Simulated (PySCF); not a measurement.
## ClF, singlet in STO-3G: errors against full CI

Geometry: MP2(full)/6-31G*, from the G2/97 set.

```xyz
2

F     0.0000    0.0000    0.0000
Cl    0.0000    0.0000    1.6591
```

Basis STO-3G; PySCF 2.14.0. Only valence electrons are correlated (noble-gas cores frozen), which leaves 14 electrons in 8 orbitals. Prefix R: restricted or restricted open-shell reference.

Full CI is exact within this basis and frozen core; it isn't the basis-set limit.

```
T1 diagnostic (ROHF- or RHF-based CCSD)             : 0.0044
largest doubles amplitude (ROHF- or RHF-based CCSD) : 0.203
```

| level | E − E(full CI) (kcal/mol) | share of correlation (%) | wall time |
| --- | --- | --- | --- |
| RHF | 31.46 | 0.00 | – |
| RMP2 | 11.00 | 65.03 | – |
| RCCSD | 0.00 | 100.00 | 0.1 s |
| RCCSD(T) | 0.00 | 100.00 | 0.1 s |
| RCCSDT | 0.00 | 100.00 | 0.49 s |
| RCCSDT(Q) | 0.00 | 100.00 | 0.49 s |

The correlation energy at full CI, counted from RHF, is -1.364 eV. Full CI, over all symmetries tried, took 0.01 s on 1 thread of Arm Neoverse V2, shared host; the state has 24 determinants.

Times are those of the correlated step on a shared host, with one SCF added for the restricted CCSD run; they ran on 1 thread of Arm Neoverse V2.

The full-CI state has the irrep A1 of C2v, in the program's axes (one component, if the state is degenerate).

Natural occupations of full CI about the gap: 2.000 1.999 1.998 1.998 1.914 0.092; effectively unpaired electrons, Σ n²(2−n)², 0.06.

Atomization energy (electronic, same basis, no zero-point term; atoms at the same level, unrestricted beside the R rows where the molecule is a closed shell; the atoms' step beyond CCSDT comes from their full CI) at full CI: 140.3 kJ/mol. Errors of other levels:

```tsv
level	error (kJ/mol)
RHF	-131.6
RMP2	-46.0
RCCSD	0.0
RCCSD(T)	0.0
RCCSDT	0.0
RCCSDT(Q)	0.0
```

This basis is far from its limit, so the value isn't to be set against a measured one.
